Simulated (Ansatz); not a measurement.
O2, SMILES O=O (connectivity only; charge and spin as stated), charge -1, multiplicity 2.

Coordinates come from a PBE-D3(BJ)/def2-TZVPD optimisation.

Two levels are set side by side: PBE/def2-TZVPD (Ansatz, a first-principles code) and ωB97X-V/def2-TZVPD (Ansatz). Energy differences of separate SCF runs at the same geometry; the states with an electron removed or added have multiplicity 3. Differences are taken from unrounded values.

```
quantity                          PBE
-------------------------------  ----
vertical ionisation energy (eV)  0.88
```

Task: These are the PBE values. What does ωB97X-V give? (An estimate is asked for; the answer gives what the named calculation found.)

Result: 
```tsv
quantity	ωB97X-V	PBE minus ωB97X-V
vertical ionisation energy (eV)	1.06	-0.18
```
